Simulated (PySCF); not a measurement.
## Electric field gradients and quadrupole coupling constants

C₃H₇O₂ (charge -1).
Cartesian coordinates in Å at the PBE0-D3(BJ)/def2-SVP level; atoms count from 1:
```xyz
12
C3H7O2 angstrom
C     -1.5832    0.4132    0.0076
O     -0.9016   -0.7749    0.3054
C      0.3924   -0.8140   -0.2651
C      1.3799    0.2389    0.2893
O      1.1166    1.4899   -0.0012
H     -2.0188    0.3856   -1.0204
H     -2.4219    0.5119    0.7211
H     -0.8805    1.2691    0.0736
H      0.7696   -1.8398   -0.0774
H      0.3206   -0.6632   -1.3684
H      2.3983   -0.1766   -0.0876
H      1.4352   -0.0382    1.4100
```

Field gradients from the PBE0/pcSseg-1 density (PySCF, non-relativistic), principal values in atomic units, ordered |Vxx| ≤ |Vyy| ≤ |Vzz|:

```json
{"atom": "O2", "Vxx": "-0.0100", "Vyy": "-1.9772", "Vzz": "1.9872"}
{"atom": "O5", "Vxx": "-0.7590", "Vyy": "-0.9455", "Vzz": "1.7045"}
```

Question: Find the asymmetry η = (Vxx − Vyy)/Vzz and the couplings χ = eQV/h (234.96 MHz × Q in barn × V in au), with Q(17O) = −0.0256 b.

Answer: 
| atom | environment | nucleus | η | χzz (MHz) | χxx (MHz) | χyy (MHz) |
| --- | --- | --- | --- | --- | --- | --- |
| O2 | ether oxygen | 17O | 0.99 | -11.95 | 0.06 | 11.89 |
| O5 | alkoxide oxygen | 17O | 0.11 | -10.25 | 4.57 | 5.69 |

At O2 η is above 0.9: Vyy and Vzz are nearly equal in size and opposite in sign, so a small change could swap them and flip the sign of χzz. 

Question: What is Vzz at O2 in SI units (1 au = 9.71736 × 10²¹ V/m²)?

Answer: 1.9872 au = 19.310 × 10²¹ V/m².

Question: And the gradient at the other heavy atoms, for which no coupling is worked out here?

Answer: 
| atom | environment | Vzz (au) | η |
| --- | --- | --- | --- |
| C1 | methoxy carbon | 0.353 | 0.70 |
| C3 | sp3 carbon bound to oxygen | 0.365 | 0.35 |
| C4 | sp3 carbon bound to oxygen | -0.062 | 0.49 |

Question: What couplings would deuterons (Q(2H) = 0.00286 b) have in place of the hydrogens, at this geometry?

Answer: 
```tsv
atom	bonded to	bond length (Å)	Vzz (au)	η	χzz (kHz)
H6	C1	1.117	0.2682	0.09	180
H7	C1	1.105	0.2878	0.07	193
H8	C1	1.109	0.2313	0.07	155
H9	C3	1.109	0.2795	0.06	188
H10	C3	1.116	0.2662	0.10	179
H11	C4	1.163	0.2092	0.04	141
H12	C4	1.156	0.2172	0.04	146
```

Isolated species at its PBE0-D3(BJ)/def2-SVP geometry (one conformer only). The pcSseg-1 basis has no diffuse functions, a weakness for an anion. The HOMO energy is positive at this level (+0.50 eV), so the outermost electrons may be held by the finite basis alone. A larger basis could move these couplings by a tenth or more.
